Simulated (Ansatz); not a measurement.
# Relaxing AlZn2

Theory: DFT PBE, scalar-relativistic, plane waves, PAW (Ansatz). Cutoff 420 eV, Γ-centred k mesh, Gaussian smearing, no spin polarisation in the final step.

AlZn2 was placed on the cubic Laves (C15) structure type (Fd-3m, No. 227), with Al in place of Mg, Zn in place of Cu, at a guessed volume.

```
Al Zn
1.0
     0.00000    3.51850    3.51850
     3.51850    0.00000    3.51850
     3.51850    3.51850    0.00000
Al Zn
2 4
Direct
  0.00000 0.00000 0.00000
  0.25000 0.25000 0.25000
  0.62500 0.62500 0.62500
  0.12500 0.62500 0.62500
  0.62500 0.62500 0.12500
  0.62500 0.12500 0.62500
```

Steps on the 4×4×4 mesh (6 atoms). 4 of 5 steps are shown, and the free energy counts from the last. Trial steps that were taken back and renewals of the plane-wave basis can be among the rows.

```tsv
step	ΔF (meV/atom)	V (Å³/atom)	P (GPa)
1	41.6	14.52	9.31
2	5.4	15.54	2.71
3	1.3	16.00	0.43
5	0.0	16.09	0.03
```

A final relaxation ran on a 10×10×10 mesh. The relaxed crystal, Fd-3m (No. 227):

```cif
data_structure
_symmetry_space_group_name_H-M 'Fd-3m:1'
_symmetry_Int_Tables_number 227
_cell_length_a 7.2887
_cell_length_b 7.2887
_cell_length_c 7.2887
_cell_angle_alpha 90.000
_cell_angle_beta 90.000
_cell_angle_gamma 90.000
_cell_volume 387.21
loop_
_atom_site_label
_atom_site_type_symbol
_atom_site_symmetry_multiplicity
_atom_site_Wyckoff_symbol
_atom_site_fract_x
_atom_site_fract_y
_atom_site_fract_z
_atom_site_occupancy
Al1 Al 8 b 0.00000 0.00000 0.50000 1
Zn1 Zn 16 c 0.12500 0.12500 0.12500 1
```

```json
{"Volume per atom": "16.13 Å³", "Density": "5.41 g/cm³", "Energy over the elements": "0.12 eV/atom", "Gap on the 10×10×10 mesh": "0 eV (a metal)"}
```

Formation energies are uncorrected and refer to the elements' standard structures at the same level.

The final run used a 10×10×10 mesh on its 6-atom cell and 0.10 eV smearing. For metals, differences of a few meV/atom aren't resolved.

Symmetry constrained the relaxation, so the result can be a saddle point.

Cost: 3 runs of about 0.95 core-minutes in all, on Arm Neoverse V1 (shared hosts).